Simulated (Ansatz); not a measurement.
One geometry of AlClH4Si, SMILES `[SiH3][AlH][Cl]`, several functionals.

```yaml
crystal:
  periodic: [false, false, false]
  atoms:
    - {symbol: Si, position_ang: [-0.861232, 0.582519, -0.311210]}
    - {symbol: Al, position_ang: [1.094795, -0.612421, 0.543106]}
    - {symbol: Cl, position_ang: [1.783412, -2.223128, -0.622903]}
    - {symbol: H, position_ang: [-2.012678, -0.351791, -0.455306]}
    - {symbol: H, position_ang: [-0.567601, 1.154725, -1.655104]}
    - {symbol: H, position_ang: [-1.276559, 1.696075, 0.586291]}
    - {symbol: H, position_ang: [1.901063, -0.313979, 1.869528]}
basis:
  gaussian: {orbitals: def2-TZVPP}
hamiltonian: {xc: {name: B2PLYP}}
```

```sh
$ ansatz run in.yaml --threads 2 --pin off --events-out ev --progress --plain
```

Shortened log:

```
Functional definition: B2PLYP
1044 factors; integrals over basis functions are off by at most 1.1e-3 eV
mean field evaluation 1: about -27050.2017 eV, gradient 1.5e1 eV
mean field evaluation 2: about -27050.2845 eV, gradient 1.5e1 eV
mean field evaluation 4: about -27051.0273 eV, gradient 1.6e0 eV
mean field evaluation 8: about -27051.0359 eV, gradient 8.5e-2 eV
mean field evaluation 16: about -27051.0359 eV, gradient 3.4e-5 eV
mean field -27051.03594223 eV, -994.1072350261 hartree, gradient 9.0e-6 eV, S^2 0.000000; 0 other end points of the search recorded, 0 dependent functions left out
15 core orbitals not correlated: weight in the atoms' cores, before any rotation towards them, 1.000 or more for the frozen orbitals, at most 0.000 for the correlated occupied ones
reference -27051.03612178 eV, -994.1072416247 hartree; 9, 9 occupied and 158, 158 virtual orbitals, 1044 factors
second order -13.12463633 eV of doubles, -0.00000000 eV of singles
Total energy: -27054.57977359 eV, -994.2374684268 hartree
```

Hardware: 2 threads of a server CPU on a shared host. Wall time 6 s, peak host memory 0.35 GiB.

The same input with `hamiltonian: {xc: {name: r2SCAN0}, dispersion: d4}` (abridged; 5 s):

```
Functional definition: r2SCAN0
mean field -27062.05879605 eV, -994.5123174324 hartree, gradient 3.3e-5 eV, S^2 0.000000
Total energy: -27062.09810201 eV, -994.5137619000 hartree
```

Changing it to `hamiltonian: {xc: {name: revPBE}, dispersion: d4}` (abridged; 2.1 s):

```
Functional definition: revPBE
mean field evaluation 16: about -27059.2984 eV, gradient 2.5e-5 eV
mean field -27059.29836992 eV, -994.4108736432 hartree, gradient 2.5e-5 eV, S^2 0.000000
Total energy: -27059.63840321 eV, -994.4233696364 hartree
```

With the line `hamiltonian: {xc: {name: BHLYP}, dispersion: d4}` (abridged; 4.8 s):

```
Functional definition: BHLYP
mean field -27064.79204655 eV, -994.6127625357 hartree, gradient 3.5e-5 eV, S^2 0.000000
Total energy: -27064.99101410 eV, -994.6200744583 hartree
```

With the line `hamiltonian: {xc: pbe, dispersion: d4}` and forces (abridged; 2.6 s):

```
Functional definition: PBE
mean field evaluation 16: about -27051.4765 eV, gradient 2.8e-5 eV
mean field -27051.47645330 eV, -994.1234235094 hartree, gradient 2.8e-5 eV, S^2 0.000000
Total energy: -27051.61276733 eV, -994.1284329576 hartree
Atom 0 force     0.094540    -0.049368     0.052341 eV/Å
Atom 1 force    -0.088704     0.118191     0.040382 eV/Å
Atom 2 force     0.073426    -0.172224    -0.125084 eV/Å
Atom 3 force    -0.119275    -0.089958    -0.020027 eV/Å
Atom 4 force     0.022385     0.057540    -0.137479 eV/Å
Atom 5 force    -0.046197     0.111968     0.084712 eV/Å
Atom 6 force     0.063826     0.023852     0.105155 eV/Å
Dipole moment:    -0.091383     0.188305     0.123633 e Å
```

Changing it to `hamiltonian: {xc: hse06, dispersion: d4}` (abridged; 4.4 s):

```
Functional definition: HSE06
mean field -27053.46931820 eV, -994.1966599439 hartree, gradient 6.3e-5 eV, S^2 0.000000
Total energy: -27053.58076323 eV, -994.2007554729 hartree
```

HSE06 is the plane-wave form, built on full-range PBE exchange.
